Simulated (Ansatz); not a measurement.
```yaml
crystal:
  periodic: [false, false, false]
  atoms:
    - {symbol: C, position_ang: [-0.878225, 0.659102, -0.650610]}
    - {symbol: C, position_ang: [0.371251, -0.027964, -0.144685]}
    - {symbol: C, position_ang: [0.257080, -0.521919, 1.275290]}
    - {symbol: O, position_ang: [0.736953, -1.101657, -0.932180]}
    - {symbol: Cl, position_ang: [1.718655, 1.234487, -0.187802]}
    - {symbol: H, position_ang: [-1.137536, 1.510402, -0.021939]}
    - {symbol: H, position_ang: [-0.732670, 1.020960, -1.670603]}
    - {symbol: H, position_ang: [-1.703253, -0.057794, -0.642462]}
    - {symbol: H, position_ang: [0.030595, 0.301545, 1.950910]}
    - {symbol: H, position_ang: [1.191433, -0.990855, 1.581495]}
    - {symbol: H, position_ang: [-0.544074, -1.263041, 1.328438]}
    - {symbol: H, position_ang: [0.766592, -0.818369, -1.851753]}
basis:
  gaussian: {orbitals: cc-pVTZ-PP}
hamiltonian: {xc: {name: revPBE0}, dispersion: d3bjatm}
output: {forces: true}
```

```sh
$ ansatz run in.yaml --threads 4 --pin off --events-out ev --progress --plain --max-ram 10444MiB
```

Shortened log:

```
Functional definition: revPBE0
Error: <dir> the basis set cc-pVTZ-PP has no functions for C
```

Something in this input is off. What?

The basis set is misnamed or doesn't suit the job. The input was rejected before any iteration.
